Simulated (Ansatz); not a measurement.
Input file:

```yaml
crystal:
  periodic: [false, false, false]
  atoms:
    - {symbol: Al, position_ang: [-1.089187, 0.000000, 0.000000]}
    - {symbol: H, position_ang: [-1.882110, 1.373384, 0.000000]}
    - {symbol: H, position_ang: [-1.882110, -1.373384, 0.000000]}
    - {symbol: H, position_ang: [0.933813, 0.000000, 0.000000]}
    - {symbol: N, position_ang: [2.301813, 0.000000, 0.000000]}
basis:
  gaussian: {orbitals: 6-31G}
magnetization: {spin_polarized: false, initial_magnetization: 3}
correlation: {method: sc_nevpt2, electrons: valence, active_space: {window: {electrons: 11, orbitals: 7}, states: [{multiplicity: 4, weights: [1, 0.5, 1, 0.5]}]}}
scf: {lower_state_search: light}
output: {forces: true}
```

```sh
$ ansatz run in.yaml --threads 1 --pin off --events-out ev --progress --plain --max-ram 2393MiB
```

Output:

```
618 factors; integrals over basis functions are off by at most 1.1e-7 eV
mean field evaluation 1: about -8105.2205 eV, gradient 8.8e0 eV
mean field evaluation 2: about -8105.2472 eV, gradient 8.9e0 eV
mean field evaluation 4: about -8106.0831 eV, gradient 1.9e0 eV
mean field evaluation 8: about -8106.1816 eV, gradient 7.5e-1 eV
mean field evaluation 16: about -8106.2426 eV, gradient 2.2e-6 eV
mean field evaluation 32: about -8103.8904 eV, gradient 1.3e0 eV
mean field -8106.24259423 eV, -297.8989207294 hartree, gradient 1.9e-6 eV, S^2 3.750000; 3 other end points of the search recorded, 0 dependent functions left out
reference -8106.24259423 eV, -297.8989207294 hartree; 13, 10 occupied and 15, 18 virtual orbitals, 618 factors
state -8105.95515217 eV, -297.8883574285 hartree
state -8101.41131006 eV, -297.7213743109 hartree
state -8101.41016573 eV, -297.7213322575 hartree
state -8100.01441090 eV, -297.6700392137 hartree
state -8105.95515217 eV, -297.8883574285 hartree; corrected -8108.50989945 eV, -297.9822426593 hartree
state -8101.41131006 eV, -297.7213743109 hartree; corrected -8103.84923071 eV, -297.8109662421 hartree
state -8101.41016573 eV, -297.7213322575 hartree; corrected -8103.84519471 eV, -297.8108179221 hartree
state -8100.01441090 eV, -297.6700392137 hartree; corrected -8103.26837572 eV, -297.7896202150 hartree
an earlier search ended where averaged states of different weights were degenerate, so these states were given the mean of their weights and the orbitals were optimised with it; in the result, neighbours among these states lie up to 1.1e-3 eV apart
the calculation of the forces begins
Total energy: -8105.30496879 eV, -297.8644636300 hartree
Atom 0 at    -1.089187     0.000000     0.000000 Å, force    -0.182800     0.000000    -0.000000 eV/Å
Atom 1 at    -1.882110     1.373384     0.000000 Å, force    -0.148224     0.384172     0.000000 eV/Å
Atom 2 at    -1.882110    -1.373384     0.000000 Å, force    -0.148224    -0.384172     0.000000 eV/Å
Atom 3 at     0.933813     0.000000     0.000000 Å, force     2.033786    -0.000000     0.000000 eV/Å
Atom 4 at     2.301813     0.000000     0.000000 Å, force    -1.554538     0.000000    -0.000000 eV/Å
Dipole moment:    -0.463275    -0.000000    -0.000000 e Å
```

Natural occupations, averaged over the states: 2.0000 1.9999 1.9975 1.3351 1.2500 1.2500 1.1674.

The total printed last is the weighted mean of the 4 states, 3.205 eV above the lowest of them, and is no single state's energy. Before any correction even the lowest state lies above the reference determinant, by 0.29 eV, so the averaged orbitals or the space serve it badly.

Forces (eV/Å):
```
Al  -0.183  0.000  0.000
H   -0.148  0.384  0.000
H   -0.148 -0.384  0.000
H    2.034  0.000  0.000
N   -1.555  0.000  0.000
```

Ran on 1 thread of Arm Neoverse V2, shared host: 1.5 s wall, 0.17 GiB peak host memory.
